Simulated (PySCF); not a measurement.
Compound: sulfuryl fluoride, F2O2S.
InChI=1S/F2O2S/c1-5(2,3)4

The closed-shell ground state was solved at several levels (PySCF, density fitting, gas phase, non-relativistic). Geometry: PBE0-D3(BJ)/def2-SVP; no solvent, vibrations or thermal averaging.

```
              level  basis functions  total energy (Eh)  HOMO (eV)  LUMO (eV)  gap (eV)  dipole (D)
      PBE0/pcSseg-1               92          -747.7258     -10.72      -0.63     10.09        0.79
       HF/def2-SVPD              119          -745.6419     -15.37       1.66     17.03        0.96
    B3LYP/def2-SVPD              119          -747.8905     -10.58      -1.46      9.12        0.81
        PBE0/6-31G*               74          -747.7527     -10.44      -0.32     10.12        0.93
      PBE/def2-SVPD              119          -747.4015      -9.07      -2.20      6.87        0.78
CAM-B3LYP/def2-SVPD              119          -747.8030     -12.37      -0.20     12.17        0.83
  mPW1PW91/pcSseg-2              187          -748.4090     -10.84      -0.60     10.24        0.87
  LC-wPBE/def2-SVPD              119          -747.5810     -13.69       1.03     14.72        0.85
       PBE0/6-31+G*               94          -747.7709     -10.80      -1.16      9.64        0.80
```

**Question.** What might PBE0/aug-cc-pVTZ (234 basis functions) give for the same quantities?

**Answer.** Total energy -747.9735 Eh, HOMO -10.75 eV, LUMO -1.01 eV, gap 9.74 eV, dipole 0.87 D.

**Question.** Over all these levels, which gives the widest orbital gap and which the narrowest?

**Answer.** HF/def2-SVPD (Hartree–Fock, all exact exchange) has the widest, 17.03 eV, and PBE/def2-SVPD (GGA) the narrowest, 6.87 eV. The two share the basis. From the narrowest to the widest the HOMO moves by -6.30 eV and the LUMO by +3.86 eV.

**Question.** How much does the basis alone move the frontier levels among the 4 PBE0 rows (the withheld one included)?

**Answer.** The HOMO by 0.36 eV and the LUMO by 0.84 eV. By rising basis size (HOMO, LUMO in eV): 6-31G* -10.44, -0.32; pcSseg-1 -10.72, -0.63; 6-31+G* -10.80, -1.16; aug-cc-pVTZ -10.75, -1.01.

**Question.** In the def2-SVPD basis, how does the gap go with the fixed share of exact exchange?

**Answer.** PBE (0 %) 6.87 eV; B3LYP (20 %) 9.12 eV; HF (100 %) 17.03 eV. Each rise in the share widens the gap here.

**Question.** How far do the dipole and the HOMO energy spread over the levels?

**Answer.** The dipole runs from 0.78 to 0.96 D (mean 0.85 D) and the HOMO from -15.37 to -9.07 eV.
